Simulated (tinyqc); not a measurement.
Inside a calculation. Method: CCD on RHF in the sto-6g basis, frozen core, for H2O, spin multiplicity 1. One step of it, computed by the program tinyqc.

Problem. Integrals over molecular orbitals. (pq|rs) = sum C_ip C_jq C_kr C_ls (ij|kl), one index at a time.

coefficients C:
```
              MO1        MO2        MO3        MO4       MO5        MO6        MO7
1O 1s    0.996734  -0.222537   0.001539   0.099575  0.000000  -0.110487  -0.005964
1O 2s    0.015243   0.850733  -0.008826  -0.549422  0.000000   0.779907   0.044826
1O 2px   0.000000   0.000000   0.000000   0.000000  1.000000   0.000000   0.000000
1O 2py   0.000035   0.001838   0.630314  -0.005116  0.000000  -0.044379   0.926473
1O 2pz   0.003133   0.125456   0.006523   0.730939  0.000000   0.795957   0.040412
2H 1s   -0.003394   0.151141   0.452065   0.303019  0.000000  -0.713201  -0.855242
3H 1s   -0.003329   0.148348  -0.448993   0.311930  0.000000  -0.787550   0.776165
```

core Hamiltonian H = T + V (hartree):
```
             1O 1s      1O 2s     1O 2px     1O 2py     1O 2pz      2H 1s      3H 1s
1O 1s   -32.987535  -7.291491   0.000000  -0.000177  -0.020742  -1.603653  -1.575286
1O 2s    -7.291491  -9.203323   0.000000  -0.001714  -0.234251  -3.494003  -3.449574
1O 2px    0.000000   0.000000  -7.438752   0.000000   0.000000   0.000000   0.000000
1O 2py   -0.000177  -0.001714   0.000000  -7.556835  -0.001010  -1.759811   1.741240
1O 2pz   -0.020742  -0.234251   0.000000  -0.001010  -7.547086  -1.766169  -1.751131
2H 1s    -1.603653  -3.494003   0.000000  -1.759811  -1.766169  -4.945183  -1.685002
3H 1s    -1.575286  -3.449574   0.000000   1.741240  -1.751131  -1.685002  -4.917448
```

Two-electron integrals (ij|kl) in chemists' order, unique and non-zero (hartree):
```
(11|11) 4.787491    (21|11) 0.675884    (21|21) 0.121505    (22|11) 1.117379
(22|21) 0.249212    (22|22) 0.817383    (31|31) 0.025762    (32|31) 0.039145
(32|32) 0.180664    (33|11) 1.117381    (33|21) 0.249212    (33|22) 0.817382
(33|33) 0.880663    (41|41) 0.025762    (42|41) 0.039145    (42|42) 0.180664
(43|43) 0.047461    (44|11) 1.117381    (44|21) 0.249212    (44|22) 0.817382
(44|33) 0.785741    (44|44) 0.880663    (51|51) 0.025762    (52|51) 0.039145
(52|52) 0.180664    (53|53) 0.047461    (54|54) 0.047461    (55|11) 1.117381
(55|21) 0.249212    (55|22) 0.817382    (55|33) 0.785741    (55|44) 0.785741
(55|55) 0.880663    (61|11) 0.157482    (61|21) 0.027130    (61|22) 0.054412
(61|33) 0.054294    (61|41) 0.000958    (61|42) 0.001869    (61|44) 0.054478
(61|51) 0.000916    (61|52) 0.001788    (61|54) 0.000176    (61|55) 0.054463
(61|61) 0.006175    (62|11) 0.376181    (62|21) 0.085042    (62|22) 0.308002
(62|33) 0.302935    (62|41) 0.004909    (62|42) 0.035946    (62|44) 0.310870
(62|51) 0.004698    (62|52) 0.034401    (62|54) 0.007594    (62|55) 0.310202
(62|61) 0.019081    (62|62) 0.143286    (63|31) 0.009533    (63|32) 0.053379
(63|43) 0.007446    (63|53) 0.007126    (63|63) 0.020474    (64|11) 0.193925
(64|21) 0.044470    (64|22) 0.171796    (64|33) 0.164016    (64|41) 0.011796
(64|42) 0.072407    (64|44) 0.183318    (64|51) 0.002166    (64|52) 0.018210
(64|54) 0.011346    (64|55) 0.168055    (64|61) 0.010444    (64|62) 0.097188
(64|64) 0.085719    (65|11) 0.185587    (65|21) 0.042558    (65|22) 0.164410
(65|33) 0.156964    (65|41) 0.002166    (65|42) 0.018210    (65|44) 0.161184
(65|51) 0.011606    (65|52) 0.070806    (65|54) 0.011485    (65|55) 0.175081
(65|61) 0.009995    (65|62) 0.093009    (65|64) 0.062439    (65|65) 0.080229
(66|11) 0.513163    (66|21) 0.118164    (66|22) 0.488717    (66|33) 0.469088
(66|41) 0.009011    (66|42) 0.089634    (66|44) 0.499824    (66|51) 0.008624
(66|52) 0.085780    (66|54) 0.029415    (66|55) 0.497238    (66|61) 0.026803
(66|62) 0.285454    (66|64) 0.221191    (66|65) 0.211681    (66|66) 0.774999
(71|11) 0.154675    (71|21) 0.026648    (71|22) 0.053449    (71|33) 0.053333
(71|41) -0.000940   (71|42) -0.001835   (71|44) 0.053514    (71|51) 0.000901
(71|52) 0.001759    (71|54) -0.000173   (71|55) 0.053499    (71|61) 0.005989
(71|62) 0.018212    (71|64) 0.009051    (71|65) 0.009538    (71|66) 0.025281
(71|71) 0.005957    (72|11) 0.371124    (72|21) 0.083907    (72|22) 0.304100
(72|33) 0.299084    (72|41) -0.004842   (72|42) -0.035528   (72|44) 0.306925
(72|51) 0.004642    (72|52) 0.034060    (72|54) -0.007517   (72|55) 0.306291
(72|61) 0.018292    (72|62) 0.118237    (72|64) 0.054784    (72|65) 0.074877
(72|66) 0.197305    (72|71) 0.018494    (72|72) 0.139952    (73|31) 0.009385
(73|32) 0.052618    (73|43) -0.007351   (73|53) 0.007048    (73|63) 0.016453
(73|73) 0.019945    (74|11) -0.191738   (74|21) -0.043971   (74|22) -0.169983
(74|33) -0.162296   (74|41) 0.011618    (74|42) 0.071441    (74|44) -0.181355
(74|51) -0.002141   (74|52) -0.018045   (74|54) 0.011224    (74|55) -0.166300
(74|61) -0.009113   (74|62) -0.054958   (74|64) -0.009375   (74|65) -0.033978
(74|66) -0.080024   (74|71) -0.010142   (74|72) -0.095128   (74|74) 0.083933
(75|11) 0.183815    (75|21) 0.042154    (75|22) 0.162959    (75|33) 0.155589
(75|41) -0.002141   (75|42) -0.018045   (75|44) 0.159766    (75|51) 0.011437
(75|52) 0.069918    (75|54) -0.011355   (75|55) 0.173523    (75|61) 0.009614
(75|62) 0.075075    (75|64) 0.033977    (75|65) 0.063262    (75|66) 0.137824
(75|71) 0.009723    (75|72) 0.091197    (75|74) -0.061344   (75|75) 0.078754
(76|11) 0.165990    (76|21) 0.037961    (76|22) 0.150071    (76|33) 0.146230
(76|41) -4.28e-06   (76|42) -0.000052   (76|44) 0.148617    (76|51) 0.003236
(76|52) 0.028517    (76|54) -0.000016   (76|55) 0.155365    (76|61) 0.008458
(76|62) 0.071345    (76|64) 0.041495    (76|65) 0.052087    (76|66) 0.150687
(76|71) 0.008309    (76|72) 0.070610    (76|74) -0.041220   (76|75) 0.051710
(76|76) 0.044044    (77|11) 0.509719    (77|21) 0.117384    (77|22) 0.486017
(77|33) 0.466526    (77|41) -0.008909   (77|42) -0.088939   (77|44) 0.496996
(77|51) 0.008541    (77|52) 0.085264    (77|54) -0.029211   (77|55) 0.494529
(77|61) 0.025567    (77|62) 0.198736    (77|64) 0.080377    (77|65) 0.138451
(77|66) 0.357080    (77|71) 0.026152    (77|72) 0.281477    (77|74) -0.218538
(77|75) 0.209507    (77|76) 0.150687    (77|77) 0.774999
```

Give: one-electron integrals over orbitals h = C^T H C; Two-electron integrals over orbitals.

Solution.

one-electron integrals over orbitals h = C^T H C (hartree):
```
         1       2       3       4       5       6       7
1  -32.974   0.567  -0.004  -0.249   0.000   0.286   0.016
2    0.567  -7.688   0.004   0.501   0.000  -1.357  -0.074
3   -0.004   0.004  -6.309  -0.013   0.000   0.080  -1.689
4   -0.249   0.501  -0.013  -6.836   0.000  -1.185  -0.040
5    0.000   0.000   0.000   0.000  -7.439   0.000   0.000
6    0.286  -1.357   0.080  -1.185   0.000  -5.477   0.002
7    0.016  -0.074  -1.689  -0.040   0.000   0.002  -5.527
```

Two-electron integrals over orbitals (pq|rs), unique and non-zero (hartree); the lowest 1 orbital is frozen and left out:
```
(22|22) 0.731       (32|22) 9.75e-04    (32|32) 0.139       (33|22) 0.644
(33|32) -2.80e-04   (33|33) 0.628       (42|22) -4.93e-03   (42|32) 1.71e-04
(42|33) 3.60e-03    (42|42) 0.126       (43|22) 9.52e-04    (43|32) 0.019
(43|33) 7.99e-04    (43|42) -1.50e-03   (43|43) 0.052       (44|22) 0.666
(44|32) -1.38e-03   (44|33) 0.592       (44|42) -0.099      (44|43) 1.31e-03
(44|44) 0.743       (52|52) 0.146       (53|52) -7.58e-04   (53|53) 0.029
(54|52) -0.049      (54|53) 4.44e-04    (54|54) 0.055       (55|22) 0.750
(55|32) -7.69e-04   (55|33) 0.628       (55|42) -0.078      (55|43) 1.67e-03
(55|44) 0.710       (55|55) 0.881       (62|22) 0.144       (62|32) -2.37e-03
(62|33) 0.080       (62|42) 0.022       (62|43) 1.76e-03    (62|44) 0.074
(62|55) 0.154       (62|62) 0.103       (63|22) -0.007      (63|32) -0.030
(63|33) -4.82e-03   (63|42) 3.85e-03    (63|43) -0.029      (63|44) -0.006
(63|55) -0.009      (63|62) -0.005      (63|63) 0.064       (64|22) 0.104
(64|32) 3.60e-03    (64|33) 0.048       (64|42) -0.051      (64|43) 1.68e-03
(64|44) 0.130       (64|55) 0.132       (64|62) 0.058       (64|63) -0.007
(64|64) 0.086       (65|52) 0.054       (65|53) -1.34e-03   (65|54) 1.17e-03
(65|65) 0.037       (66|22) 0.623       (66|32) -0.008      (66|33) 0.574
(66|42) 0.051       (66|43) -0.005      (66|44) 0.560       (66|55) 0.599
(66|62) 0.104       (66|63) 3.34e-03    (66|64) 0.048       (66|66) 0.609
(72|22) 0.008       (72|32) 0.043       (72|33) 3.40e-03    (72|42) 1.57e-04
(72|43) -0.037      (72|44) 4.93e-03    (72|55) 0.008       (72|62) 2.31e-03
(72|63) 0.034       (72|64) 3.63e-03    (72|66) 0.006       (72|72) 0.063
(73|22) 0.140       (73|32) -3.11e-03   (73|33) 0.090       (73|42) -0.085
(73|43) -1.55e-04   (73|44) 0.146       (73|55) 0.191       (73|62) 0.073
(73|63) -4.09e-03   (73|64) 0.092       (73|66) 0.042       (73|72) 0.006
(73|73) 0.158       (74|22) 2.97e-03    (74|32) -0.079      (74|33) 1.88e-03
(74|42) -9.59e-04   (74|43) -4.24e-03   (74|44) 4.83e-03    (74|55) 4.32e-03
(74|62) 3.11e-03    (74|63) 0.045       (74|64) -8.50e-04   (74|66) 0.008
(74|72) -0.014      (74|73) 0.006       (74|74) 0.073       (75|52) 2.96e-03
(75|53) 0.024       (75|54) -2.51e-04   (75|65) 7.20e-04    (75|75) 0.023
(76|22) 1.38e-03    (76|32) 0.089       (76|33) -9.75e-04   (76|42) 2.46e-03
(76|43) 0.052       (76|44) -2.34e-03   (76|55) -1.81e-04   (76|62) 2.30e-03
(76|63) -0.056      (76|64) 4.08e-03    (76|66) -0.009      (76|72) -0.012
(76|73) -4.91e-03   (76|74) -0.060      (76|76) 0.109       (77|22) 0.616
(77|32) 0.009       (77|33) 0.603       (77|42) -0.010      (77|43) 0.005
(77|44) 0.590       (77|55) 0.611       (77|62) 0.065       (77|63) -0.009
(77|64) 0.040       (77|66) 0.568       (77|72) 2.53e-03    (77|73) 0.079
(77|74) -0.005      (77|76) 0.009       (77|77) 0.608
```
